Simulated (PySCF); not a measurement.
Calculation: PySCF with ωB97X-D3(BJ)/def2-TZVP // B3LYP-D3(BJ)/def2-TZVP. All species are isolated molecules in the gas phase. 

Reference species (SMILES): `[AlH3]` (neutral, multiplicity 1).

```
Property           Value
-------------  ---------
HOMO–LUMO gap   11.25 eV
HOMO           -11.15 eV
```

Changed species: `[F][Al]([F])[F]` (0 of 3 F replaced by H; the reference has 3 of 3 F replaced by H).

Problem. Predict the effect on the HOMO–LUMO gap and HOMO.

Solution. the HOMO–LUMO gap goes up by 3.56 eV, to 14.81 eV; the HOMO falls by 3.21 eV, to -14.36 eV.
